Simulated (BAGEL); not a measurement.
# HF/STO-3G (density fitting with cc-pvqz-jkfit) run of C2H6O (SMILES COC)

What is the vertical singlet–triplet gap of C2H6O at HF/STO-3G (density fitting with cc-pvqz-jkfit)? 

Program for the calculation: BAGEL 1.2.2.

**1. The system as given**

The species is C2H6O (9 atoms), meant as a singlet with charge 0. SMILES: `COC`. Geometry: relaxed at PBE0-D4/def2-TZVP.

Bond lengths: C1–O2 1.399 Å, O2–C3 1.399 Å, C1–H4 1.100 Å, C1–H5 1.090 Å, C1–H6 1.100 Å, C3–H7 1.100 Å, C3–H8 1.090 Å, C3–H9 1.100 Å. Some angles: C1–O2–C3 112.1°, O2–C1–H4 111.6°, O2–C1–H5 107.7°, O2–C1–H6 111.6°, O2–C3–H7 111.6°, O2–C3–H8 107.7°, O2–C3–H9 111.6°, H4–C1–H5 108.9°, H4–C1–H6 108.2°, H5–C1–H6 108.9°.

**2. The energy at HF/STO-3G (density fitting with cc-pvqz-jkfit)**

Contents of job.json:

```json
{ "bagel" : [

{
  "title" : "molecule",
  "basis" : "sto-3g",
  "df_basis" : "cc-pvqz-jkfit",
  "angstrom" : "true",
  "geometry" : [
    { "atom" : "C", "xyz" : [      -0.413190,       0.872670,      -0.645330 ] },
    { "atom" : "O", "xyz" : [       0.563380,      -0.127830,      -0.595980 ] },
    { "atom" : "C", "xyz" : [       0.479050,      -0.887610,       0.575660 ] },
    { "atom" : "H", "xyz" : [      -1.427650,       0.449000,      -0.618190 ] },
    { "atom" : "H", "xyz" : [      -0.283130,       1.417120,      -1.580990 ] },
    { "atom" : "H", "xyz" : [      -0.312930,       1.577090,       0.193180 ] },
    { "atom" : "H", "xyz" : [      -0.493490,      -1.394000,       0.659910 ] },
    { "atom" : "H", "xyz" : [       1.266920,      -1.640470,       0.540090 ] },
    { "atom" : "H", "xyz" : [       0.621040,      -0.265980,       1.471640 ] }
  ]
},

{
  "title" : "hf"
},

{
  "title" : "print",
  "file" : "orbitals.molden",
  "orbitals" : "true"
}

]}
```

On the command line:

```bash
BAGEL_NUM_THREADS=1 BAGEL job.json > job.out
```

The log of the run:

```text
* using 1 threads per process

  ===============================================================
  ===============================================================

  *** Geometry ***

  { "atom" : "C", "xyz" : [     -0.780816,      1.649107,     -1.219497 ] },
  { "atom" : "O", "xyz" : [      1.064634,     -0.241564,     -1.126239 ] },
  { "atom" : "C", "xyz" : [      0.905273,     -1.677340,      1.087840 ] },
  { "atom" : "H", "xyz" : [     -2.697868,      0.848487,     -1.168210 ] },
  { "atom" : "H", "xyz" : [     -0.535038,      2.677969,     -2.987638 ] },
  { "atom" : "H", "xyz" : [     -0.591352,      2.980268,      0.365057 ] },
  { "atom" : "H", "xyz" : [     -0.932561,     -2.634278,      1.247049 ] },
  { "atom" : "H", "xyz" : [      2.394132,     -3.100039,      1.020622 ] },
  { "atom" : "H", "xyz" : [      1.173596,     -0.502629,      2.780997 ] },

  Number of auxiliary basis functions:      624

  Since a DF basis is specified, we compute 2- and 3-index integrals:
    o Being stored without compression. Storage requirement is 0.002 GB

  Number of basis functions:       21
  Number of electrons      :       26

    * METHOD: MOLECULE                             0.30

  *** RHF ***

  === Nuclear Repulsion ===
    84.3554966651

      * DIIS with orbital gradients will be used.

  === RHF iteration (sto-3g) ===
      0       -152.08053171          0.01938559           0.01
      1       -152.12780186          0.00509895           0.01
      2       -152.13125474          0.00107864           0.01
      3       -152.13150862          0.00008154           0.01
      4       -152.13151073          0.00001576           0.01
      5       -152.13151081          0.00000204           0.01
      6       -152.13151081          0.00000069           0.01
      7       -152.13151081          0.00000010           0.01
      8       -152.13151081          0.00000002           0.01
      9       -152.13151081          0.00000000           0.01
    * SCF iteration converged.

    * Permanent dipole moment:
           (    0.337541,    -0.076587,    -0.357067) a.u.

    * METHOD: HF                                   0.17

    * METHOD: PRINT                                0.00

  ===============================================================
```

Wall time 0.6 s (1 thread of Arm Neoverse V1, shared host); peak memory 0.081 GiB.

**3. The triplet**

Contents of job.json:

```json
{ "bagel": [

{
  "title": "molecule",
  "basis": "sto-3g",
  "df_basis": "cc-pvqz-jkfit",
  "angstrom": true,
  "geometry": [
    { "atom": "C", "xyz": [   -0.413190,    0.872670,   -0.645330 ] },
    { "atom": "O", "xyz": [    0.563380,   -0.127830,   -0.595980 ] },
    { "atom": "C", "xyz": [    0.479050,   -0.887610,    0.575660 ] },
    { "atom": "H", "xyz": [   -1.427650,    0.449000,   -0.618190 ] },
    { "atom": "H", "xyz": [   -0.283130,    1.417120,   -1.580990 ] },
    { "atom": "H", "xyz": [   -0.312930,    1.577090,    0.193180 ] },
    { "atom": "H", "xyz": [   -0.493490,   -1.394000,    0.659910 ] },
    { "atom": "H", "xyz": [    1.266920,   -1.640470,    0.540090 ] },
    { "atom": "H", "xyz": [    0.621040,   -0.265980,    1.471640 ] }
  ]
},
{ "title": "uhf", "nopen": 2 },
{ "title": "print", "file": "orbitals.molden", "orbitals": true }

]}
```

On the command line:

```bash
BAGEL_NUM_THREADS=1 BAGEL job.json > job.out
```

The log of the run:

```text
* using 1 threads per process

  ===============================================================
  ===============================================================

  *** Geometry ***

  { "atom" : "C", "xyz" : [     -0.780816,      1.649107,     -1.219497 ] },
  { "atom" : "O", "xyz" : [      1.064634,     -0.241564,     -1.126239 ] },
  { "atom" : "C", "xyz" : [      0.905273,     -1.677340,      1.087840 ] },
  { "atom" : "H", "xyz" : [     -2.697868,      0.848487,     -1.168210 ] },
  { "atom" : "H", "xyz" : [     -0.535038,      2.677969,     -2.987638 ] },
  { "atom" : "H", "xyz" : [     -0.591352,      2.980268,      0.365057 ] },
  { "atom" : "H", "xyz" : [     -0.932561,     -2.634278,      1.247049 ] },
  { "atom" : "H", "xyz" : [      2.394132,     -3.100039,      1.020622 ] },
  { "atom" : "H", "xyz" : [      1.173596,     -0.502629,      2.780997 ] },

  Number of auxiliary basis functions:      624

  Since a DF basis is specified, we compute 2- and 3-index integrals:
    o Being stored without compression. Storage requirement is 0.002 GB

  Number of basis functions:       21
  Number of electrons      :       26

    * METHOD: MOLECULE                             0.30

  *** Open-shell HF ***

  === Nuclear Repulsion ===
    84.3554966651

      * DIIS with orbital gradients will be used.

  === UHF iteration (sto-3g) ===
      0       -151.68054837          0.03378441           0.02
      1       -151.74589495          0.01186072           0.02
      2       -151.75755134          0.00506326           0.02
      3       -151.76034114          0.00171533           0.02
      4       -151.76089487          0.00027456           0.02
      5       -151.76096051          0.00009757           0.02
      6       -151.76098116          0.00003403           0.02
      7       -151.76098679          0.00000621           0.02
      8       -151.76098711          0.00000410           0.02
      9       -151.76098727          0.00000114           0.02
     10       -151.76098727          0.00000036           0.02
     11       -151.76098727          0.00000008           0.02
     12       -151.76098727          0.00000002           0.02
     13       -151.76098727          0.00000001           0.02
     14       -151.76098727          0.00000001           0.02
     15       -151.76098727          0.00000001           0.02
     16       -151.76098727          0.00000001           0.02
    * SCF iteration converged.

    * S^2 (UHF) is 2.0090

    * Permanent dipole moment:
           (    0.013347,    -0.002987,    -0.014195) a.u.

    * METHOD: UHF                                  0.41

    * METHOD: PRINT                                0.00

  ===============================================================
```

It took 0.82 s on 1 thread of Arm Neoverse V1, shared host; peak memory 0.081 GiB.

**4. What came out**

At HF/STO-3G (density fitting with cc-pvqz-jkfit):

| quantity | value |
| --- | --- |
| singlet: total energy | -152.13151 Eh |
| singlet: dipole moment | 1.26 D |
| singlet: HOMO energy | -9.09 eV |
| singlet: LUMO energy | 15.73 eV |
| singlet: HOMO–LUMO gap | 24.82 eV |
| triplet: total energy | -151.76099 Eh |
| triplet: dipole moment | 0.05 D |
| triplet: ⟨S²⟩ | 2.009 |
| vertical energy of the triplet above the singlet | 10.082 eV |

**Reading.** At this shape the triplet lies 10.08 eV (233 kcal/mol) above the singlet. In a minimal basis such a difference can be off by several eV, whatever the method.
